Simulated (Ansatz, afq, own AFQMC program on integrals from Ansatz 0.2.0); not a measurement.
Integrals from Ansatz 0.2.0, then the random walk in our own AFQMC program (afq).

```yaml
crystal:
  periodic: [false, false, false]
  atoms:
    - {symbol: O, position_ang: [0.000000, -0.065318, 0.000000]}
    - {symbol: H, position_ang: [0.000000, 0.518410, -0.761550]}
    - {symbol: H, position_ang: [0.000000, 0.518410, 0.761550]}
basis:
  gaussian: {orbitals: 6-31G}
magnetization: {spin_polarized: false}
correlation: {method: ccsd_t, electrons: outside_noble_gas, hamiltonian_folder: ham}
```

```sh
$ ansatz run in.yaml --threads 1 --pin off --events-out ev --progress --plain --max-ram 1382MiB
```

Options of the walk:

```
--method free --trial cisd --walkers 200 --time-step 0.03 --max-blocks 80 --target-error 0.00034 --factor-cut 1e-05 --seed 2136 --times 0,0.3,0.6,1.2,1.8,2.4,3.6,4.8,6 --taylor-order 8
```

Times are imaginary, in 1/Eh. The walk had a cap of 213 s.

Output of the walk:

```
orbitals 12  electrons 4 4  factors 66 of 139
reference energy -75.98415309 Eh
CCSD correlation -0.13459458 Eh in 8 cycles, weight of the determinant in the CISD state 0.9572
repeat  energy at the last time / Eh  error
    10  -76.120054  0.000391
    20  -76.120211  0.000276
    30  -76.120079  0.000217
time / (1/Eh)  energy / Eh  error  mean overlap
  0.00  -76.118680  0.000317  1.0447
  0.30  -76.120075  0.000163  1.0505
  0.60  -76.120085  0.000110  1.0552
  1.20  -76.120069  0.000127  1.0640
  1.80  -76.120306  0.000152  1.0667
  2.40  -76.120469  0.000171  1.0603
  3.60  -76.120251  0.000170  1.0610
  4.80  -76.120484  0.000192  1.0770
  6.00  -76.120136  0.000217  1.0812
energy -76.120136 +/- 0.000217 Eh
```

The run passed its tests (error under three times the target), which doesn't prove that it has relaxed.

Against this walk (error 5.9 meV) on the same determinant: CCSD(T) 10.8 meV higher (within the noise), CCSDT(Q) 3.9 meV lower (within the noise), CCSDTQ 3.2 meV lower (within the noise), full CI 3.5 meV lower (within the noise). The error is statistical, and a free projection of finite length keeps a remainder of its start. The last points scatter (meV from the last: -5 ± 4 at 1.80, -9 ± 5 at 2.40, -3 ± 5 at 3.60, -9 ± 5 at 4.80, 0 ± 6 at 6.00); the last is the one printed as the energy, and the gaps above move with that scatter.

Cautions: remainder of the start not in the error.

The walk took 53 s on 1 thread of Intel(R) Xeon(R) Processor @ 2.50GHz (Skylake/Cascade Lake), on a shared host. The log's last line is the free-projection energy.

CCSDT and higher add their correlation energy to the determinant of the CCSD(T) run, since their own runs factorise the integrals more tightly (a shift of under 2 meV). A walk keeps the symmetry of its determinant, which the program's search chose and which needn't be the lowest solution, so a lower state of the same spin and another symmetry isn't excluded.
